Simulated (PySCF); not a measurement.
An unknown is described by computed data only.

Formula: C4H10O2.

* 1H NMR: chemical shifts (computed TMS as zero) by class: 3.32 (6 H), 3.20 (4 H) ppm [GIAO PBE0/pcSseg-1]
* Couplings: largest of the computed one-bond spin–spin couplings (means over like bonds): 13C–1H +144.9 (×6), 13C–1H +144.4 (×4), 13C–13C +49.8, 17O–13C +22.6 (×2), 17O–13C +21.0 (×2) Hz [B3LYP/pcJ-1, spin–dipole term left out]
* 13C NMR: chemical shifts (computed TMS as zero) by class: 73.2 (2 C), 59.6 (2 C) ppm [GIAO PBE0/pcSseg-1]
* Dipole: 0.00 D [PBE0/pcSseg-1]
* Rotational structure: rotational constants A, B, C: 19.288, 1.302, 1.259 GHz [PBE0-D3(BJ)/def2-SVP]
* NMR, other nuclei: isotropic shieldings of nuclei other than C and H, by class: 322 (2 O) ppm [GIAO PBE0/pcSseg-1]

Electronic properties: PySCF, gas phase, density fitting. Levels stand in brackets. Geometry: PBE0-D3(BJ)/def2-SVP, one conformer, isolated molecule. NMR values are class means; diastereotopic atoms form classes of their own.

Task: Give a SMILES that accounts for the data.

Result: Numbering: `[CH3:1][O:2][CH2:3][CH2:4][O:5][CH3:6]`. Its formula, C4H10O2, gives 0 degrees of unsaturation, so no ring and no π bond. 4 carbons fall into 2 classes; from least to most shielded: sp3 carbon bound to oxygen [C3/C4] (73.2 ppm, 2 C), methoxy carbon [C1/C6] (59.6 ppm, 2 C). Hydrogen classes from least to most shielded: 6 H on 2 methoxy carbons, C1/C6 (3.32 ppm, a mean of values up to 0.5 ppm apart in this geometry), 4 H on 2 like atoms (sp3 carbon bound to oxygen), C3/C4 (3.20 ppm). The other shieldings belong to: 322 ppm, ether oxygen [O2/O5]. The couplings run between: +144.9 Hz, methoxy carbon [C1] and its hydrogen (with 5 like pairs); +144.4 Hz, sp3 carbon bound to oxygen [C3] and its hydrogen (with 3 like pairs); +49.8 Hz, sp3 carbon bound to oxygen [C3] and sp3 carbon bound to oxygen [C4]; +22.6 Hz, ether oxygen [O2] and methoxy carbon [C1] (with 1 like pair); +21.0 Hz, ether oxygen [O2] and sp3 carbon bound to oxygen [C3] (with 1 like pair). The vanishing dipole is forced by symmetry. The optimised geometry has point group C2h and is an asymmetric top. Structure: 1,2-dimethoxyethane (`COCCOC`). Computed isomers that give other values at the same levels: `COCCCO` (rotational constant A: 10.663 GHz; this holds for the one conformer computed); `OCCCCO` (13C chemical shifts (computed TMS as zero) by class: 60.4 (2 C), 27.7 (2 C) ppm). The assignments are read from this structure; whether some other isomer fits the data as well wasn't checked.

Conformer computed: `[CH3:1][O:2][CH2:3][CH2:4][O:5][CH3:6]`: C1–O2–C3–C4 180°, O2–C3–C4–O5 180°, C3–C4–O5–C6 180°.
